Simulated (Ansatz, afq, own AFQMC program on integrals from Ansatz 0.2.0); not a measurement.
Two steps: Ansatz 0.2.0 writes the Fock matrix and Cholesky factors of the valence space, and afq projects on them the lowest state that overlaps trial and start.

```yaml
crystal:
  periodic: [false, false, false]
  atoms:
    - {symbol: B, position_ang: [0.000131, 0.005238, -0.005307]}
    - {symbol: H, position_ang: [-0.015452, 0.866665, 0.844525]}
    - {symbol: H, position_ang: [-0.023127, -0.921866, 0.934020]}
    - {symbol: H, position_ang: [0.021454, 0.855204, -0.866479]}
    - {symbol: H, position_ang: [0.015714, -0.856189, -0.855139]}
basis:
  gaussian: {orbitals: cc-pVDZ}
total_charge: 1
magnetization: {spin_polarized: false}
correlation: {method: ccsd_t, electrons: outside_noble_gas, hamiltonian_folder: ham}
```

```sh
$ ansatz run in.yaml --threads 1 --pin off --events-out ev --progress --plain --max-ram 16896MiB --backend cuda --devices 0, --max-vram 18GiB
```

Options of the walk:

```
--method phaseless --trial hf --walkers 4000 --populations 20 --least-time 40 --time-step 0.005 --steps-per-block 20 --equilibration-blocks 112 --max-blocks 4000 --target-error 0.0007499999999999999 --factor-cut 1e-05 --seed 1052 --taylor-order 6
```

Times are imaginary, in 1/Eh. The walk had a cap of 49 s. With eight or more populations the least sampling time is a fifth of least-time, and the error comes from their spread.

Log:

```
orbitals 33  electrons 3 3  factors 258 of 304
reference energy -26.54955877 Eh
CCSD correlation -0.13416817 Eh in 9 cycles, weight of the determinant in the CISD state 0.9222
energy of the start -26.549559 Eh
 block  time / (1/Eh)  mean weight  energy / Eh
     1     0.100  1.0005  -26.574411
     2     0.200  1.0008  -26.594061
     3     0.300  1.0007  -26.609244
     4     0.400  1.0007  -26.621570
     5     0.500  1.0006  -26.631813
    10     1.000  1.0005  -26.661294
    31     3.100  1.0001  -26.686466
    56     5.600  1.0001  -26.688512
    71     7.100  0.9999  -26.690381
    81     8.100  1.0003  -26.688102
   106    10.600  1.0001  -26.687916
   131    13.100  1.0001  -26.690128
   156    15.600  0.9999  -26.687634
   181    18.100  1.0000  -26.686711
   201    20.100  1.0001  -26.684131
   206    20.600  1.0001  -26.689913
   221    22.100  1.0000  -26.688315
error from the spread of 20 populations
energy -26.688360 +/- 0.000731 Eh
(rows thinned)
```

The run passed its tests (sampling time, drift between the halves within three errors, error under three times the target), which doesn't prove that it has relaxed.

Against this walk (error 19.9 meV) on the same determinant: CCSD(T) 48.9 meV higher, CCSDT(Q) 28.7 meV higher (within the noise), CCSDTQ 27.7 meV higher (within the noise), full CI 27.6 meV higher (within the noise), a separate phaseless walk with a CISD trial and standard settings 29.9 ± 19.9 meV higher (within the noise). The error is statistical and leaves out the bias of the constraint.

Cautions: constraint bias not in the error.

The walk took 23 s on 1 × NVIDIA H100 80GB HBM3 with 2 threads of AMD EPYC 7R13 Processor (Zen 3), on a shared host (the card was shared). The log's last line is the phaseless energy.

CCSDT and higher add their correlation energy to the determinant of the CCSD(T) run, since their own runs factorise the integrals more tightly (a shift of under 2 meV). A walk keeps the symmetry of its determinant, which the program's search chose and which needn't be the lowest solution, so a lower state of the same spin and another symmetry isn't excluded.
